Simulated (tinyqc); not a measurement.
Stretching all distances: RHF, UHF, MP2, CISD and CCSD against full CI in the sto-3g basis, for H2O, spin multiplicity 1. Computed by the program tinyqc with PySCF. All coordinates are multiplied by the scale. c0^2 is the weight of the RHF determinant in the lowest singlet FCI state (UHF is spin-contaminated and may lie near states of higher spin) and n(LUMO) the first natural occupation beyond the occupied space.

Geometry (angstrom):
```
atom,x,y,z
O,0.0000,0.0000,0.0000
H,0.0000,0.7780,0.4980
H,0.0000,-0.7780,0.4980
```

Full CI energy (hartree) and errors against it (kcal/mol):
```
scale,distance 1-2 (angstrom),E(FCI),RHF,UHF,MP2,CISD,CCSD,<S^2> UHF,c0^2,n(LUMO)
0.880,0.813,-74.89915,20.545,20.545,5.258,0.168,0.048,0.000,0.986,0.014
1.070,0.988,-75.00902,32.715,32.715,9.642,0.531,0.104,0.000,0.970,0.031
1.250,1.155,-74.98797,50.062,50.062,16.361,1.559,0.219,0.000,0.939,0.066
1.440,1.330,-74.92752,75.596,68.361,26.539,4.315,0.454,0.578,0.881,0.133
1.630,1.506,-74.86480,108.516,56.255,39.404,9.966,0.628,1.277,0.793,0.239
1.820,1.681,-74.81375,148.006,36.211,53.834,19.238,-0.235,1.627,0.678,0.380
2.000,1.847,-74.78021,189.560,20.679,67.766,30.749,-3.755,1.802,0.554,0.530
```

What does the comparison show, and why?

UHF parts from RHF first at scale 1.44 of those listed, where <S^2> leaves zero. The weight c0^2 goes from 0.99 to 0.55 and n(LUMO) from 0.01 to 0.53: static correlation grows as the bonds break into open-shell fragments. The spread of the error along the curve, which distorts its shape, is CCSD 4.4, CISD 30.6, UHF 47.8, MP2 62.5, RHF 169.0 kcal/mol. Below FCI somewhere: CCSD, as non-variational methods may be. The table stops here: at scale 2.19 and beyond, the reference weight falls under 0.45 or RHF, UHF or CCSD hop between solutions, so those rows were left out and the spreads given cover only the rows shown. As computed, partly on other solutions, the errors there reach in size RHF 263, UHF 39, MP2 135, CISD 49, CCSD 1 kcal/mol.
